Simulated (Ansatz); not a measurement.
# PH₄ (quartet): wave-function methods side by side, 6-31G

How much of the correlation energy of PH₄ (quartet) does each wave-function method recover here?

Program: Ansatz 0.2.0, Gaussian basis. Level of theory: 6-31G, core rule «outside noble gas», up to 5 orbitals frozen. These are calculated values, not measurements.

Plan: UHF; CCSD(T) on ROHF; CCSD(T) on UHF; BCCD(T) on ROHF; CISD; CCSDT(Q) on ROHF; CCSDT(Q) on UHF; CISDTQ; CCSDTQ on ROHF; CCSDTQ on UHF; CASSCF and MRCISD+Q, 9 electrons in 8 orbitals; CASSCF and NEVPT4(SD), 9 electrons in 8 orbitals; CASSCF and NEVPT2, 9 electrons in 8 orbitals; Full CI.

22 further runs of the same task are left out: 9 that didn't finish, 13 set aside as unsound or not needed.

## 1. The geometry

The geometry is a PBE0/def2-TZVP stationary point (not a proven minimum) of the parent state, kept for this charge and spin.

5 atoms, charge 0, spin multiplicity 4.

Atoms are counted from 1 here; the program's logs count them from 0.

Bond lengths: P1–H2 1.519 Å, P1–H3 1.410 Å, P1–H4 1.410 Å, P1–H5 1.519 Å. Angles: H2–P1–H3 92.8°, H2–P1–H4 92.8°, H2–P1–H5 171.2°, H3–P1–H4 99.8°, H3–P1–H5 92.8°, H4–P1–H5 92.8°.

## 2. UHF

Contents of in.yaml:

```yaml
crystal:
  periodic: [false, false, false]
  atoms:
    - {symbol: P, position_ang: [0.045627, 0.000000, 0.000000]}
    - {symbol: H, position_ang: [0.161577, 0.000000, -1.514668]}
    - {symbol: H, position_ang: [-0.862630, 1.078238, 0.000000]}
    - {symbol: H, position_ang: [-0.862630, -1.078238, 0.000000]}
    - {symbol: H, position_ang: [0.161577, 0.000000, 1.514668]}
basis:
  gaussian: {orbitals: 6-31G}
magnetization: {spin_polarized: true, initial_magnetization: 3}
hamiltonian: {xc: hf}
output: {orbitals: {seedname: orbitals}}
```

Launch:

```
$ ansatz run in.yaml --threads 1 --pin off --events-out ev --progress --plain --max-ram 2393MiB
```

The runs that follow: CCSD(T) on ROHF; CCSD(T) on UHF; BCCD(T) on ROHF; CISD; CCSDT(Q) on ROHF; CCSDT(Q) on UHF; CISDTQ; CCSDTQ on ROHF; CCSDTQ on UHF; CASSCF and MRCISD+Q, 9 electrons in 8 orbitals; CASSCF and NEVPT4(SD), 9 electrons in 8 orbitals; CASSCF and NEVPT2, 9 electrons in 8 orbitals; Full CI.

Before running them: what should the planned runs give, taken together? Wanted: FCI below the RHF energy; RMP2 from FCI; UMP2 from FCI; RCCSD from FCI; RCCSD(T) from FCI; UCCSD(T) from FCI; RCCSDT(Q) from FCI; UCCSDT(Q) from FCI; NEVPT2 valence from FCI.

**Answer**, as computed:

| quantity | value |
| --- | --- |
| FCI below the RHF energy | -2.8432 eV |
| RMP2 from FCI | +914.2 meV |
| UMP2 from FCI | +938.4 meV |
| RCCSD from FCI | +78.1 meV |
| RCCSD(T) from FCI | +23.9 meV |
| UCCSD(T) from FCI | +29.2 meV |
| RCCSDT(Q) from FCI | +0.2 meV |
| UCCSDT(Q) from FCI | +0.3 meV |
| NEVPT2 valence from FCI | +274.2 meV |
| NEVPT4(SD) valence from FCI | +37.8 meV |
| MRCISD+Q valence from FCI | +12.5 meV |
| levels within 1 kcal/mol (43 meV) | RCCSD(T), UCCSD(T), BCCD(T), RCCSDT, UCCSDT, CISDTQ, RCCSDT(Q), UCCSDT(Q), RCCSDTQ, UCCSDTQ, NEVPT4(SD) valence, MRCISD valence, MRCISD+Q valence |
| T1 diagnostic | 0.022 |
| effectively unpaired electrons | 3.06 |

In words: RCCSD(T) lands +23.9 meV from the yardstick (0.8 % of the correlation energy). One determinant dominates. Of the multireference levels listed MRCISD+Q valence comes nearest in total energy (+12.5 meV), which doesn't show that its space is the better one. Coupled cluster took another determinant than the lowest Hartree-Fock one. These misses are within one basis, not against nature; the frozen cores of restricted and unrestricted runs differ, which can shift their rows.
